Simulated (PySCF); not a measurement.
# C4H5N: the cost of one run

The runs use PySCF 2.14.0, with density-fitted response routines of our own; the level of theory stands in each step. All values are computed, except where a source is named. Atoms are numbered from 0 throughout.

### Step 1. The molecule as given

10 atoms, charge 0, multiplicity 1; geometry from: MMFF94s.

Bonds of the start (Å): C0–C1 1.42, C1–C2 1.38, C2–N3 1.37, N3–C4 1.37, C4–C0 1.38, C0–H5 1.08, C1–H6 1.08, C2–H7 1.08, N3–H8 1.01, C4–H9 1.08.

### Step 2. Optimising the geometry at PBE0-D3(BJ)/def2-SVP

Job settings and geometry (Å):

```
{"job": {"xc": "PBE0", "basis": "def2-SVP", "d3": "d3bj", "grid": 1, "kind": "geom"}, "charge": 0, "multiplicity": 1}
C     -0.009925    -1.114199     0.431963
C     -1.143431    -0.327109     0.117022
C     -0.684841     0.884857    -0.349006
N      0.685238     0.856313    -0.326175
C      1.105938    -0.358624     0.148578
H     -0.008086    -2.123288     0.823264
H     -2.182086    -0.613691     0.219233
H     -1.214372     1.762716    -0.693956
H      1.291253     1.613625    -0.614647
H      2.160312    -0.580600     0.243725
```

Launch:

```console
OMP_NUM_THREADS=1 python probes_run.py task.json out
```

The driver reads the jobs from task.json and runs them one after another.

**Question.** How long does this first job take on 1 thread of Arm Neoverse N1, shared host, and how much memory does it need?

About 36 s, with a peak of 0.39 GiB.
